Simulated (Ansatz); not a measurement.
`[NH2][AlH][SiH3]`, relaxed with RKS PBE-D4/def2-SVP in the Gaussian-basis code of Ansatz from a rough embedded geometry. The force threshold is 0.03 eV/Å; the program also tests the step.

Charge 0, multiplicity 1.

Start:

```xyz
9

N     0.777   -1.923    0.155
Al   -0.444   -0.684   -0.505
Si   -0.386    1.491    0.362
H     1.381   -1.463    0.789
H     1.401   -2.272   -0.642
H    -1.499   -1.092   -1.656
H    -0.120    2.475   -0.770
H     0.642    1.630    1.328
H    -1.752    1.838    0.938
```

(1) How much energy does the relaxation release, and in how many steps? (Best estimate.)

(2) Which bonds change most? (Estimate.)

(3) Give the relaxed structure. (Best estimate.)

## Answers

(1) The calculation gave: 54.50 kJ/mol, in 6 steps.

(2) Ansatz gave: Al2–Si3 from 2.342 to 2.455 Å; Si3–H8 from 1.417 to 1.510 Å; N1–Al2 from 1.860 to 1.788 Å; N1–H5 from 1.071 to 1.024 Å.

(3) Computed: 
```xyz
9

N     0.920   -1.767   -0.054
Al   -0.371   -0.660   -0.607
Si   -0.448    1.592    0.365
H     1.634   -1.544    0.645
H     1.054   -2.724   -0.392
H    -1.379   -1.235   -1.710
H    -0.189    2.658   -0.673
H     0.578    1.782    1.458
H    -1.799    1.899    0.968
```
